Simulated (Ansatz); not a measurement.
# CH5SSi radical: how energies converge with the basis set

Aim: see how fast density functionals converge with the basis set for CH5SSi radical.

The runs use Ansatz 0.2.0, Gaussian basis; one geometry, several basis sets.

The runs, in order: PBE0-D4/def2-SVP; ωB97M-V/def2-SVP; PBE0-D4/def2-QZVPP; ωB97M-V/def2-QZVPP; the functionals' def2-TZVPP values are taken from earlier runs.

### 1 The geometry

All runs share one geometry, relaxed beforehand with PBE0-D4 in a triple-zeta def2 set.

8 atoms, charge 0, spin multiplicity 2.

Atoms are counted from 1 here; the program's logs count them from 0.

Bond lengths: C1–Si2 1.864 Å, C1–H4 1.094 Å, C1–H5 1.092 Å, C1–H6 1.092 Å, Si2–S3 2.125 Å, Si2–H7 1.492 Å, Si2–H8 1.488 Å. Angles: Si2–C1–H4 110.2°, Si2–C1–H5 110.7°, Si2–C1–H6 110.7°, H4–C1–H5 108.7°, H4–C1–H6 108.2°, H5–C1–H6 108.3°, C1–Si2–S3 114.0°, C1–Si2–H7 111.2°, C1–Si2–H8 110.4°, S3–Si2–H7 102.4°, S3–Si2–H8 109.7°, H7–Si2–H8 108.8°.

### 2 PBE0-D4 in def2-SVP

Input file in.yaml:

```yaml
crystal:
  periodic: [false, false, false]
  atoms:
    - {symbol: C, position_ang: [-0.598720, 0.798092, -0.213041]}
    - {symbol: Si, position_ang: [0.427596, -0.729407, 0.083902]}
    - {symbol: S, position_ang: [1.890237, -0.504064, 1.609232]}
    - {symbol: H, position_ang: [-1.299436, 0.628397, -1.035285]}
    - {symbol: H, position_ang: [0.038515, 1.647417, -0.466391]}
    - {symbol: H, position_ang: [-1.175308, 1.055431, 0.678115]}
    - {symbol: H, position_ang: [1.258536, -1.063031, -1.109684]}
    - {symbol: H, position_ang: [-0.449119, -1.890136, 0.397252]}
basis:
  gaussian: {orbitals: def2-SVP}
magnetization: {spin_polarized: true, initial_magnetization: 1}
hamiltonian: {xc: pbe0, dispersion: d4}
output: {orbitals: {seedname: orbitals}}
```

After this run come: ωB97M-V in def2-SVP; PBE0-D4 in def2-QZVPP; ωB97M-V in def2-QZVPP.

Q: Predict the results of all the runs planned. Wanted: PBE0-D4: double and triple zeta above quadruple; ωB97M-V: double and triple zeta above quadruple.

**Answer**, as computed:

| quantity | value |
| --- | --- |
| PBE0-D4: double and triple zeta above quadruple | 8.44, 0.67 eV |
| ωB97M-V: double and triple zeta above quadruple | 8.50, 0.63 eV |

For PBE0-D4 the step from double to triple zeta gains 7.78 eV and the next only 0.67 eV. Total energies overstate the basis error of differences, where much of it tends to cancel.
